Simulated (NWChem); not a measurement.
Extrapolating the MP2 correlation energy of ethane (C₂H₆)

```xyz
8

C      0.0446    -0.7626     0.0000
C     -0.0446     0.7626     0.0000
H      0.5801    -1.1369     0.8880
H      0.5801    -1.1369    -0.8880
H     -0.9553    -1.2267     0.0000
H     -0.5801     1.1369     0.8880
H     -0.5801     1.1369    -0.8880
H      0.9553     1.2267     0.0000
```
Charge 0, spin multiplicity 1.

Program: NWChem. The geometry was optimised at B3LYP/def2-SVP, a minimum by its harmonic frequencies.

The correlated methods keep 2 core orbitals frozen.

Worked example. The MP2 correlation energy is -302.90 mHa in cc-pVDZ and -370.43 mHa in cc-pVTZ. The form E(X) = E∞ + A/X³ turns the pair into an estimate of the basis-set limit.

E∞ = (3³·(-370.43) − 2³·(-302.90))/(3³ − 2³) = -398.9 mHa. The larger basis holds 93 % of that, at about 6 times the processor time of the smaller one. This is a two-point estimate, and a rough one from so small a pair.
